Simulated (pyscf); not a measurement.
H₂C=C=SiH₂ (SMILES C=C=[SiH2]) + H₂ (SMILES [H][H]) -> C₂H₆Si (SMILES C1C[SiH2]1), a multi-bond step (singlet surface; H–H broken, C–H, C–H, C–Si formed). Optimised with ωB97X-D3(BJ)/def2-SVP in PySCF. Energies in eV from the separated reactants.

Small-basis levels: PySCF, no dispersion term, spherical d functions. 

Problem. In single points B3LYP/LANL2DZ puts the saddle at 3.00 eV and the reaction energy at -2.16 eV. Should these be trusted to within a few kcal/mol? Compare with ωB97M-D3(BJ)/def2-TZVP.

Solution. ωB97M-D3(BJ)/def2-TZVP gives ΔE‡ = 2.21 eV and ΔE = -2.47 eV. B3LYP/LANL2DZ lies 0.79 eV over it in the barrier and 0.31 eV over it in the reaction energy, so on this step it does not hold to within 0.13 eV. ωB97M-D3(BJ)/def2-TZVP has limits of its own. H₂C=C=SiH₂ lies 0.94 eV over its isomer HC≡C–SiH₃ (electronic energy, ωB97M-D3(BJ)/def2-TZVP). cyclic C₂H₆Si (SMILES C1C[SiH2]1) lies 0.32 eV over its isomer H₂C=CH–SiH₃ (electronic energy, ωB97M-D3(BJ)/def2-TZVP). One saddle was located; it need not be the lowest between these sides.
